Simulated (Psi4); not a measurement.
# C2H2FS− (SMILES F/C=C/[S-]): B3LYP/def2-SVPD

What is the energy change on altering one bond length of C2H2FS− at B3LYP/def2-SVPD? 

The results are computed with Psi4 1.11.

1 further run of the same task is left out (set aside as unsound or not needed).

### 1 The molecule

The species is C2H2FS− (6 atoms), meant as a singlet with charge -1. SMILES: `F/C=C/[S-]`. Geometry: relaxed at GFN2-xTB.

Bond lengths: F1–C2 1.393 Å, C2–C3 1.333 Å, C3–S4 1.702 Å, C2–H5 1.077 Å, C3–H6 1.089 Å. Angles: F1–C2–C3 121.6°, C2–C3–S4 124.4°, F1–C2–H5 111.6°, C3–C2–H5 126.8°, C2–C3–H6 118.7°, S4–C3–H6 116.9°.

### 2 The energy at B3LYP/def2-SVPD

File input.in:

```
memory 1600 mb

molecule geom {
  -1 1
  F      1.396590     0.836690    -0.899160
  C      0.575410    -0.142130    -0.344180
  C     -0.537520     0.173870     0.318660
  S     -1.591510    -0.961100     1.023910
  H      0.960120    -1.131870    -0.523410
  H     -0.803090     1.224540     0.424180
  symmetry c1
}

set basis def2-SVPD
set reference rks
set puream true
set e_convergence 1e-09
set d_convergence 1e-08
set scf_type pk
set dft_radial_points 99
set dft_spherical_points 590

E, wfn = energy("b3lyp", return_wfn=True)
oeprop(wfn, "MULLIKEN_CHARGES", "MAYER_INDICES", "DIPOLE")
```

Run with:

```sh
$ psi4 input.in input.out -n 1
```

input.out:

```text
[...]
  Running in c1 symmetry.
[...]
  Nuclear repulsion =  134.221734828224157
[...]
  Multiplicity = 1
[...]
  Nalpha       = 20
  Nbeta        = 20
[...]
    Number of basis functions: 106
[...]
   @RKS iter   1:  -574.97127262436254   -2.04774e-01   6.29138e-03 DIIS/ADIIS
[...]
   @RKS iter  12:  -575.24300068414664   -8.75389e-12   9.77856e-09 DIIS
[...]
    Orbital Energies [Eh]
    ---------------------
    Doubly Occupied:
       1A    -88.594829     2A    -24.529925     3A    -10.064856
       4A    -10.024791     5A     -7.686523     6A     -5.656302
       7A     -5.649673     8A     -5.648344     9A     -1.017645
      10A     -0.599988    11A     -0.474098    12A     -0.390264
      13A     -0.339771    14A     -0.285605    15A     -0.284711
      16A     -0.209280    17A     -0.162133    18A     -0.123729
      19A     -0.013645    20A      0.000903
[...]
  @RKS Final Energy:  -575.24300068414664
   => Energetics <=
    Nuclear Repulsion Energy =            134.2217348282241574
    One-Electron Energy =               -1067.7991139855212168
    Two-Electron Energy =                 396.9968053944415942
    DFT Exchange-Correlation Energy =     -38.6624269212911926
    Empirical Dispersion Energy =           0.0000000000000000
    VV10 Nonlocal Energy =                  0.0000000000000000
    Total Energy =                       -575.2430006841466366
[...]
 Multipole Moments:
 ------------------------------------------------------------------------------------
     Multipole            Electronic (a.u.)      Nuclear  (a.u.)        Total (a.u.)
 ------------------------------------------------------------------------------------
 L = 1.  Multiply by 2.5417464519 to convert [e a0] to [Debye]
 Dipole X            :          2.1157273           -0.9168843            1.1988430
 Dipole Y            :          1.2718712           -0.5491152            0.7227560
 Dipole Z            :         -1.3633113            0.5924874           -0.7708239
 Magnitude           :                                                    1.5980520
[...]
  Mulliken Charges: (a.u.)
   Center  Symbol    Alpha    Beta     Spin     Total
       1     F     4.76595  4.76595  0.00000 -0.53189
       2     C     2.62079  2.62079  0.00000  0.75841
       3     C     2.97603  2.97603  0.00000  0.04794
       4     S     8.44170  8.44170  0.00000 -0.88341
       5     H     0.65443  0.65443  0.00000 -0.30885
       6     H     0.54110  0.54110  0.00000 -0.08220
   Total alpha = 20.00000, Total beta = 20.00000, Total charge = -1.00000
  Mayer Bond Indices:
[...]
```

Run time: 28 s. Hardware: 1 thread of Intel Xeon Platinum 8259CL at 2.50GHz (Skylake/Cascade Lake), shared host; peak memory 0.62 GiB.

### 3 The distorted shape

File c2h2fs.py:

```python
import psi4

psi4.set_memory(1600000000)
psi4.set_num_threads(1)
psi4.set_output_file('run.log', False)

geom = psi4.geometry("""
-1 1
F      1.554705     1.006953    -1.004959
C      0.733525     0.028133    -0.449979
C     -0.379405     0.344133     0.212861
S     -1.591510    -0.961100     1.023910
H      1.118235    -0.961607    -0.629209
H     -0.644975     1.394803     0.318381
units angstrom
symmetry c1
""")

psi4.set_options({
    'basis': 'def2-SVPD',
    'puream': True,
    'e_convergence': 1e-09,
    'd_convergence': 1e-08,
    'scf_type': 'pk',
    'dft_radial_points': 99,
    'dft_spherical_points': 590,
})

energy_value = psi4.energy('B3LYP')
print(f'total energy {energy_value:.8f} hartree = {energy_value * 27.211386:.5f} eV')
```

Run with:

```sh
$ python c2h2fs.py
```

run.log:

```text
[...]
  Running in c1 symmetry.
[...]
  Nuclear repulsion =  127.213373154380179
[...]
  Multiplicity = 1
[...]
  Nalpha       = 20
  Nbeta        = 20
[...]
    Number of basis functions: 106
[...]
   @RKS iter   1:  -574.99661217074618   -4.73293e-01   5.80484e-03 ADIIS/DIIS
[...]
   @RKS iter  13:  -575.23328720273298   -1.59162e-12   2.43135e-09 DIIS
[...]
    Orbital Energies [Eh]
    ---------------------
    Doubly Occupied:
       1A    -88.608390     2A    -24.545067     3A    -10.087638
       4A    -10.043304     5A     -7.695498     6A     -5.667080
       7A     -5.657857     8A     -5.657164     9A     -1.032580
      10A     -0.590314    11A     -0.456152    12A     -0.403431
      13A     -0.352759    14A     -0.298727    15A     -0.295681
      16A     -0.220748    17A     -0.147187    18A     -0.115168
      19A     -0.016544    20A     -0.009244
[...]
  @RKS Final Energy:  -575.23328720273298
   => Energetics <=
    Nuclear Repulsion Energy =            127.2133731543801787
    One-Electron Energy =               -1053.5244916972981173
    Two-Electron Energy =                 389.6623641761128169
    DFT Exchange-Correlation Energy =     -38.5845328359278668
    Empirical Dispersion Energy =           0.0000000000000000
    VV10 Nonlocal Energy =                  0.0000000000000000
    Total Energy =                       -575.2332872027330950
[...]
 Multipole Moments:
 ------------------------------------------------------------------------------------
     Multipole            Electronic (a.u.)      Nuclear  (a.u.)        Total (a.u.)
 ------------------------------------------------------------------------------------
 L = 1.  Multiply by 2.5417464519 to convert [e a0] to [Debye]
 Dipole X            :          2.3158557           -0.8581518            1.4577039
 Dipole Y            :          1.3484767           -0.4858703            0.8626064
 Dipole Z            :         -1.4897158            0.5531879           -0.9365278
 Magnitude           :                                                    1.9354779
[...]
```

On the terminal:

```text
total energy -575.23328720 hartree = -15652.89502 eV
```

Run time: 29 s. Hardware: 1 thread of Intel Xeon Platinum 8259CL at 2.50GHz (Skylake/Cascade Lake), shared host; peak memory 0.61 GiB.

### 4 Outcome

Level: B3LYP/def2-SVPD.

| quantity | value |
| --- | --- |
| first shape: total energy | -575.24300 Eh |
| first shape: HOMO energy | 0.02 eV |
| first shape: LUMO energy | 4.68 eV |
| first shape: HOMO–LUMO gap (to an unbound level, set by the basis) | 4.66 eV |
| distorted shape: total energy | -575.23329 Eh |
| distorted shape: HOMO energy | -0.25 eV |
| distorted shape: LUMO energy | 4.36 eV |
| distorted shape: HOMO–LUMO gap (to an unbound level, set by the basis) | 4.61 eV |
| energy change with the C3–S4 bond stretched from 1.702 to 1.957 Å | 0.264 eV |

With the C3–S4 bond stretched from 1.702 to 1.957 Å the energy rises by 0.26 eV (6.1 kcal/mol). The first shape isn't relaxed at this level, so the change isn't measured from a minimum. Mulliken charges (first shape) run from -0.88 on S4 to +0.76 on C2; in a basis this large or diffuse they mean little. The HOMO (first shape) lies at positive energy, 0.02 eV; only total energies tell whether the electron is bound.
